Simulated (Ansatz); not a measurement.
A made-up structure of SiH3SO, doublet:

O1  (1.218, -0.173, 1.229)
Si2  (-0.103, 0.667, -0.233)
S3  (-0.850, -0.429, -1.212)
H4  (-1.467, -1.487, -0.621)
H5  (0.751, 1.465, -1.151)
H6  (0.533, -0.305, 1.903)
(Å)

It is relaxed with PBE-D4/def2-SVP and then PBE0-D4/def2-TZVP (Ansatz 0.2.0). Atoms count as bonded within 1.22 times the sum of their covalent radii (H–H: 0.88 Å). The end point is not checked to be a true minimum.

Problem. Does its bonding change? (Judge from chemistry; the calculation decides.)

Solution. The calculation gives: No: no bond forms or breaks.

Where it ends: The first stage lowers the energy by 5.45 eV in 14 steps. It ends as SiH₃SO ([OH][SiH][SH]):
| atom | x (Å) | y (Å) | z (Å) |
| --- | --- | --- | --- |
| O1 | 0.9974 | 0.2103 | 1.1443 |
| Si2 | -0.0124 | 0.6666 | -0.0755 |
| S3 | -0.6923 | -0.9241 | -1.3383 |
| H4 | -1.7537 | -1.2400 | -0.5783 |
| H5 | 0.8182 | 1.5498 | -0.9355 |
| H6 | 0.7247 | -0.5238 | 1.6983 |

Labels in which every atom is bracketed show which atoms are joined, not bond orders.

For scale, one of the runs: PBE0-D4/def2-TZVP relaxation, 123 basis functions, launched by `ansatz run in.yaml --threads 2 --pin off --events-out ev --progress --plain --max-ram 4352MiB`. The run took about 41 s on 2 CPU threads of an Arm Neoverse V1 (shared host).
